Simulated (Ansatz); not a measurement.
# Gold, fcc under r²SCAN: how the k-point mesh moves the result

Aim: find which k-point mesh is enough for energy and pressure. The geometry was relaxed under r²SCAN beforehand and stays fixed; 8 values are run, from 2×2×2 to 19×19×19. Wanted are the values from which on the energy stays within 10 and 1 meV/atom, and the pressure within 0.5 GPa, of the last run. Within the series other settings stay, but some runs also write fields, which adds to their time. Spin polarisation is left out.

Method: DFT r²SCAN, plane waves with PAW, scalar-relativistic, in Ansatz 0.2.0.

### Step 1. The starting structure

Symmetry: Fm-3m, No. 225, cubic system. The conventional cell has a = 4.123 Å, b = 4.123 Å, c = 4.123 Å, α = 90.00°, β = 90.00°, γ = 90.00°. Around Au (site symmetry m-3m) lie 12 Au at 2.92 Å.

Structure file:

```
Au
1.0
     0.00000    2.06152    2.06152
     2.06152    0.00000    2.06152
     2.06152    2.06152    0.00000
Au
1
Direct
  0.00000 0.00000 0.00000
```

### Step 2. With a k-mesh of 2×2×2

The run at 2×2×2.

File input.yaml:

```yaml
crystal:
  lattice:
    - [0.0, 2.0615246536, 2.0615246536]
    - [2.0615246536, 0.0, 2.0615246536]
    - [2.0615246536, 2.0615246536, 0.0]
  atoms:
    - { symbol: Au, position: [0.0, 0.0, 0.0] }
hamiltonian:
  xc: r2scan
  pseudopotentials:
    kind: paw
    azcp:
      Au: "pseudopotentials/Au.paw.azcp"
basis:
  ecutwfc: 500
  fft_grid_basis: typed
kpoints:
  mp_grid: { grid: [2, 2, 2], shift: [0, 0, 0] }
magnetization:
  spin_polarized: false
scf:
  occupations: { method: fermi_dirac, width: 0.1 }
  lower_state_search: "off"
output:
  stress: true
  write_density: true
  write_potential: true
  elf: true
  volumetric_format: npy
```

Launch:

```
$ ansatz run input.yaml --threads 2 --pin off --max-ram 5120MiB --backend cpu --events-out ev --progress --plain --runs-dir out
```

### Step 3. With a k-mesh of 3×3×3

The run at 3×3×3.

input.yaml, as its differences from that of step 2:

```diff
@@ -17,3 +17,3 @@
 kpoints:
-  mp_grid: { grid: [2, 2, 2], shift: [0, 0, 0] }
+  mp_grid: { grid: [3, 3, 3], shift: [0, 0, 0] }
 magnetization:
@@ -25,5 +25 @@
   stress: true
-  write_density: true
-  write_potential: true
-  elf: true
-  volumetric_format: npy
```

### Step 4. With a k-mesh of 5×5×5

The run at 5×5×5.

input.yaml, as its differences from that of step 3:

```diff
@@ -17,3 +17,3 @@
 kpoints:
-  mp_grid: { grid: [3, 3, 3], shift: [0, 0, 0] }
+  mp_grid: { grid: [5, 5, 5], shift: [0, 0, 0] }
 magnetization:
@@ -25 +25,5 @@
   stress: true
+  write_density: true
+  write_potential: true
+  elf: true
+  volumetric_format: npy
```

### Step 5. With a k-mesh of 6×6×6

The run at 6×6×6.

input.yaml, as its differences from that of step 4:

```diff
@@ -17,3 +17,3 @@
 kpoints:
-  mp_grid: { grid: [5, 5, 5], shift: [0, 0, 0] }
+  mp_grid: { grid: [6, 6, 6], shift: [0, 0, 0] }
 magnetization:
@@ -25,5 +25 @@
   stress: true
-  write_density: true
-  write_potential: true
-  elf: true
-  volumetric_format: npy
```

### Step 6. With a k-mesh of 8×8×8

The run at 8×8×8.

input.yaml, as its differences from that of step 5:

```diff
@@ -17,3 +17,3 @@
 kpoints:
-  mp_grid: { grid: [6, 6, 6], shift: [0, 0, 0] }
+  mp_grid: { grid: [8, 8, 8], shift: [0, 0, 0] }
 magnetization:
```

### Step 7. With a k-mesh of 11×11×11

The run at 11×11×11.

input.yaml, as its differences from that of step 6:

```diff
@@ -17,3 +17,3 @@
 kpoints:
-  mp_grid: { grid: [8, 8, 8], shift: [0, 0, 0] }
+  mp_grid: { grid: [11, 11, 11], shift: [0, 0, 0] }
 magnetization:
```

### Step 8. With a k-mesh of 14×14×14

The run at 14×14×14.

input.yaml, as its differences from that of step 7:

```diff
@@ -17,3 +17,3 @@
 kpoints:
-  mp_grid: { grid: [11, 11, 11], shift: [0, 0, 0] }
+  mp_grid: { grid: [14, 14, 14], shift: [0, 0, 0] }
 magnetization:
```

### Step 9. With a k-mesh of 19×19×19

The run at 19×19×19.

input.yaml, as its differences from that of step 8:

```diff
@@ -17,3 +17,3 @@
 kpoints:
-  mp_grid: { grid: [14, 14, 14], shift: [0, 0, 0] }
+  mp_grid: { grid: [19, 19, 19], shift: [0, 0, 0] }
 magnetization:
```

(Steps that only read results are left out.)

Q: Predict the outcome of this session. Wanted: pressure at 19×19×19.

**Answer**, as computed:

| quantity | value |
| --- | --- |
| E(σ → 0) stays within 10 meV/atom of 19×19×19 | from 14×14×14 on |
| E(σ → 0) stays within 1 meV/atom | not reached before 19×19×19 |
| pressure stays within 0.5 GPa | from 11×11×11 on |
| pressure at 19×19×19 | 0.14 GPa |
| CPU time, dearest over cheapest | 6.9 |
| energy of a separate run on a finer mesh (22×22×22) | -2.5 meV/atom from 19×19×19 |

The far end, 2×2×2, lies +3231 meV/atom and +43.9 GPa from the yardstick. Convergence in k is not monotonic; the energy swings about its limit. The energy has not settled to 1 meV/atom before the last mesh. A Fermi surface needs many points. The yardstick itself is unsettled by 2.5 meV/atom against the finer mesh, so the thresholds above hold only within this series. The cell taken over is 3 % larger than the measured one (16.96 Å³/atom, COD).
